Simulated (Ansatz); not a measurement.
# Scan of [BH2···H···H], doublet

All five atoms lie in one plane.

Starting geometry:

```yaml
atoms:
  - { symbol: B, position_ang: [-0.1663, 0.0000, 0.0000] }
  - { symbol: H, position_ang: [-0.7630, 1.0336, 0.0000] }
  - { symbol: H, position_ang: [-0.7630, -1.0336, 0.0000] }
  - { symbol: H, position_ang: [1.0272, 0.0000, 0.0000] }
  - { symbol: H, position_ang: [2.2827, 0.0000, 0.0000] }
```

From there H4 is moved from one fragment to the other while all else, the fragments' distance too, stays fixed; atoms are numbered as listed. Energies are in kJ/mol, counted from the starting geometry at the same level. Kohn–Sham curves are unrestricted where that lies lower.

Basis 6-31G; Ansatz 0.2.0. Only valence electrons are correlated (noble-gas cores frozen).

Full CI is exact within this basis and frozen core; it isn't the basis-set limit.

```json
{"distance B1-H4 (Å)": "1.110", "B3LYP": "11.8"}
{"distance B1-H4 (Å)": "1.194", "B3LYP": "0.0"}
{"distance B1-H4 (Å)": "1.266", "B3LYP": "0.2"}
{"distance B1-H4 (Å)": "1.339", "B3LYP": "4.8"}
{"distance B1-H4 (Å)": "1.412", "B3LYP": "9.8"}
{"distance B1-H4 (Å)": "1.485", "B3LYP": "12.6"}
{"distance B1-H4 (Å)": "1.558", "B3LYP": "12.6"}
{"distance B1-H4 (Å)": "1.631", "B3LYP": "11.9"}
{"distance B1-H4 (Å)": "1.704", "B3LYP": "15.8"}
```

Question: Estimate the full CI curve in 6-31G from this one, knowing how B3LYP errs.

Answer: The computed full CI values, in kJ/mol from the starting point, and the error of B3LYP against them:
```tsv
distance B1-H4 (Å)	full CI	B3LYP less full CI
1.110	8.6	3.2
1.194	0.0	0.0
1.266	3.8	-3.6
1.339	12.1	-7.3
1.412	20.1	-10.3
1.485	24.3	-11.7
1.558	23.5	-11.0
1.631	20.2	-8.3
1.704	20.2	-4.4
```

The error spans 14.9 kJ/mol and is largest, -11.7 kJ/mol, at 1.485 Å.

In so small a basis the reference is far from its limit while semilocal and hybrid functionals are nearer theirs, so the functionals' errors here hold much of the reference's basis and frozen-core error, which can add to them or hide them.
